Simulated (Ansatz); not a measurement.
Two structures of CH7OSi, doublet, reached by relaxing down either side of one saddle point (PBE0-D4/def2-TZVP). Energies are electronic, without zero-point energy. Program: Ansatz 0.2.0. Basis: def2-TZVPP and def2-QZVPP. Cores are frozen in the correlated methods; orbitals are unrestricted. Extrapolation: Hartree–Fock as exp(−7.88 √X), correlation as X^−2.97. First:

H1  (1.167, -0.137, -1.290)
O2  (1.061, 0.068, -0.358)
C3  (0.764, 1.443, -0.226)
Si4  (-1.215, -1.536, 0.280)
H5  (0.649, 1.642, 0.839)
H6  (-0.171, 1.713, -0.730)
H7  (1.573, 2.073, -0.611)
H8  (-1.216, -0.498, 1.343)
H9  (-0.097, -2.498, 0.447)
H10  (-2.515, -2.270, 0.308)
(Å)

Second:

H1  (0.572, -2.366, -0.064)
O2  (1.356, 0.562, -0.243)
C3  (0.674, 1.731, -0.321)
Si4  (-0.676, -1.686, 0.354)
H5  (1.277, 2.602, -0.027)
H6  (-0.293, 1.709, 0.201)
H7  (0.444, 1.863, -1.397)
H8  (-0.449, -0.862, 1.568)
H9  (-1.702, -2.717, 0.673)
H10  (-1.203, -0.835, -0.743)
(Å)

Problem. Which bonds change from the first to the second?

Solution. CH₄O ([CH3][OH]) + SiH₃ → CH₃O ([CH3][O]) + SiH₄; bonds formed: H1–Si4; bonds broken: H1–O2.

Problem. Give the saddle point's structure and its height above each. (Judge from chemistry; the value comes from the calculation.)

Solution. By the calculation: 1.075 eV above the first and 0.343 eV above the second (CCSD(T) at an estimated basis limit (MP2 extrapolated from triple and quadruple zeta, plus CCSD(T) − MP2 in triple zeta)).
H1  (0.356, -0.665, 0.038)
O2  (1.428, 0.303, -0.186)
C3  (0.851, 1.552, -0.294)
Si4  (-0.917, -1.543, 0.299)
H5  (1.689, 2.245, -0.465)
H6  (0.344, 1.880, 0.623)
H7  (0.174, 1.648, -1.153)
H8  (-1.662, -0.967, 1.448)
H9  (-0.491, -2.931, 0.606)
H10  (-1.771, -1.523, -0.917)
(Å)

No T1 diagnostic of these runs exceeds 0.022. ⟨S²⟩ of the unrestricted Hartree–Fock references: 0.75 to 0.77 (a pure state has 0.75).

Radical steps of this kind take place in plasma deposition and etching.

Labels in which every atom is bracketed show which atoms are joined, not bond orders.

For scale, one of the runs: CCSD(T)/def2-TZVPP, 202 basis functions (an equivalent command: `ansatz run in.yaml --threads 4`). Hardware: 4 CPU threads, shared host. Wall time 100 s; peak host memory 6.5 GiB.
